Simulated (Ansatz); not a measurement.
```yaml
crystal:
  periodic: [false, false, false]
  atoms:
    - {symbol: P, position_ang: [-1.534636, -0.003843, -0.000519]}
    - {symbol: N, position_ang: [-0.017983, 0.397227, 0.002181]}
    - {symbol: P, position_ang: [1.474396, -0.210354, -0.000680]}
    - {symbol: H, position_ang: [2.101063, 1.062227, 0.006530]}
basis:
  gaussian: {orbitals: def2-TZVP}
magnetization: {spin_polarized: true, initial_magnetization: 2}
hamiltonian: {xc: pbe0}
relax: {f_tol: 0.004, max_steps: 80}
```

```sh
$ ansatz run in.yaml --threads 1 --pin off --events-out ev --progress --plain --max-ram 2176MiB
```

Steps of the relaxation (energy above the last step; positions in Å, forces in eV/Å):

```
4
step 1, 26.3 meV
P    -1.535   -0.004   -0.001   -0.424   -0.099   -0.001
N    -0.018    0.397    0.002   -0.328    0.042    0.000
P     1.474   -0.210   -0.001    0.276   -0.078    0.000
H     2.101    1.062    0.007    0.476    0.134    0.001
```

```
4
step 2, 1.0 meV
P    -1.561   -0.025   -0.001   -0.151   -0.044    0.000
N    -0.046    0.398    0.002    0.032    0.104    0.001
P     1.464   -0.187   -0.001    0.075   -0.163   -0.001
H     2.166    1.059    0.007    0.044    0.103    0.001
```

```
4
step 3, 0.3 meV
P    -1.564   -0.025   -0.001   -0.062   -0.024    0.000
N    -0.046    0.398    0.002    0.014    0.057    0.000
P     1.465   -0.189   -0.001    0.048   -0.048    0.000
H     2.168    1.062    0.007    0.000    0.015    0.000
```

```
4
step 6, 0.0 meV
P    -1.562   -0.033   -0.001    0.001   -0.001    0.000
N    -0.048    0.409    0.002    0.002    0.001    0.000
P     1.462   -0.190   -0.001   -0.003    0.000    0.000
H     2.171    1.059    0.007    0.000    0.000    0.000
```

Close pairs at the end: P3–H4 1.436 Å, P1–N2 1.578 Å, N2–P3 1.625 Å.

A stationary point of unrestricted PBE0 after 6 steps, with ⟨S²⟩ = 2.039 against 2.00 for a pure state; no frequencies were run, so it isn't proven a minimum. 12 s on 1 thread of AMD EPYC 9R45, shared host.
